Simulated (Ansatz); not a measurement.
`O=COC=O`. Charge 0, multiplicity 1. All single points use the PBE0-D4/def2-TZVP geometry. It is one conformer, not always the lowest.

```xyz
7

O    -0.554    1.692    0.235
C    -0.767    0.785   -0.491
O    -0.335   -0.509   -0.321
C     0.746   -0.817    0.470
O     1.616   -0.080    0.782
H    -1.387    0.813   -1.397
H     0.681   -1.884    0.722
```

(1) What is the dipole moment at ωB97M-V/def2-TZVPP? (Estimate.)

(2) And with PBE, r2SCAN, B3LYP? (An estimate is asked.)

(3) Give the Mulliken charges with ωB97M-V, r2SCAN, B3LYP in def2-TZVPP. (Estimate.)

Results:

(1) Ansatz gave: 3.30 D, with components (-1.60, -2.44, -1.54) D in this frame, pointing from negative to positive charge.

(2) Ansatz gave: PBE 3.06 D, r2SCAN 3.22 D, B3LYP 3.28 D.

(3) Computed: 
```json
{"atom": "O1", "ωB97M-V": "-0.22", "r2SCAN": "-0.23", "B3LYP": "-0.20"}
{"atom": "C2", "ωB97M-V": "0.22", "r2SCAN": "0.27", "B3LYP": "0.21"}
{"atom": "O3", "ωB97M-V": "-0.24", "r2SCAN": "-0.23", "B3LYP": "-0.24"}
{"atom": "C4", "ωB97M-V": "0.22", "r2SCAN": "0.27", "B3LYP": "0.21"}
{"atom": "O5", "ωB97M-V": "-0.22", "r2SCAN": "-0.23", "B3LYP": "-0.20"}
{"atom": "H6", "ωB97M-V": "0.11", "r2SCAN": "0.08", "B3LYP": "0.11"}
{"atom": "H7", "ωB97M-V": "0.11", "r2SCAN": "0.08", "B3LYP": "0.11"}
```

B3LYP here is the variant with VWN-RPA as its local correlation; programs differ in this.
